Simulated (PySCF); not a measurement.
**How methods differ on the ionisation energy of C**

C [He] 2s2 2p2 (3P) → C⁺ [He] 2s2 2p1 (2P), as a difference of total energies. All numbers are calculated (PySCF 2.14, no relativity, point nucleus, in dyall-av3z (15s9p3d2f, 71 functions)). Correlated levels: valence: 1s2 frozen; virtual orbitals above 40 to 60 times the deepest correlated orbital energy dropped. The calculations carry no spin-orbit coupling.

```tsv
method	ionisation energy (eV)	error (eV)
UHF	10.801	-0.461
LDA	11.694	+0.432
PBE	11.542	+0.280
PBE0	11.515	+0.253
r2SCAN	11.675	+0.413
B97-3	11.435	+0.173
PW91	11.611	+0.349
BHandHLYP	11.352	+0.090
M06-L	11.412	+0.150
MP2 (valence)	11.254	-0.008
SCS-MP2 (valence)	11.122	-0.140
```

Reference: 11.262 eV (measured; NIST levels, between the centres of gravity of the two terms).

Errors of the correlated levels include the incompleteness of this basis and the frozen core.
